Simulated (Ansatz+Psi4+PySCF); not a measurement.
## triplet BN: levels of theory in one basis

```xyz
2

B     0.0000    0.0000    0.0000
N    -0.0101    0.7018   -1.1238
```

Basis set: cc-pVTZ (spherical functions). Correlated methods keep 2 orbitals frozen. Correlation on ROHF uses semicanonical orbitals with singles. Charge 0, multiplicity 3.

Computed with Ansatz (development build ahead of 0.2.0) and Psi4 1.11; each method stands on the lowest determinant of its kind that the runs found.

```tsv
method	E − E(ROHF) (eV)	<S²> of the determinant
ROHF	0.00	2.00
UHF	-0.12	2.05
UHF-MP2	-6.11	2.05
ROHF-CCSD	-6.64	–
UHF-CCSD	-6.64	2.05
ROHF-CCSD(T)	-6.99	–
UHF-CCSD(T)	-6.99	2.05
```

(1) What does ROHF-MP2 give on the same scale?

## Answers

(1) -6.20 eV.

Caution: another spin multiplicity may lie lower. Caution for UHF-MP2, UHF-CCSD, UHF-CCSD(T): large amplitudes, a single reference is doubtful.
